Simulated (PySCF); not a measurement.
# C2H3B: the cost of one run

Programs: PySCF 2.14.0, with density-fitted response routines of our own. Each step states its level of theory. These are calculated values for one molecule in the gas phase, unless marked as measured. Atoms count from 0, in the outputs and in this text.

**1. The molecule as given**

6 atoms, charge 0, multiplicity 1; geometry from: GFN2-xTB. The atoms were then displaced at random by about 0.01 Å, so the start is not that level's minimum.

Bonds of the start (Å): B0–C1 1.48, C1–C2 1.19, B0–H3 1.18, B0–H4 1.16, C2–H5 1.07.

**2. Relaxing the molecule at PBE0-D3(BJ)/def2-SVP**

The job: settings as JSON, then the geometry in Å.

```
{"job": {"xc": "PBE0", "basis": "def2-SVP", "d3": "d3bj", "grid": 1, "shake": 0.01, "kind": "geom"}, "charge": 0, "multiplicity": 1}
B     -1.061780    -0.293640    -0.205270
C      0.340820     0.080810     0.060550
C      1.478010     0.368970     0.275070
H     -1.664110     0.377410    -0.971880
H     -1.567900    -1.189030     0.327060
H      2.499120     0.625460     0.469790
```

Run with:

```console
$ OMP_NUM_THREADS=1 python probes_run.py task.json out
```

The driver reads the jobs from task.json and runs them one after another.

Q: Estimate the wall time and peak memory of this first job on 1 thread of AMD EPYC 9R14, shared host.

About 3.2 s, with a peak of 0.29 GiB.
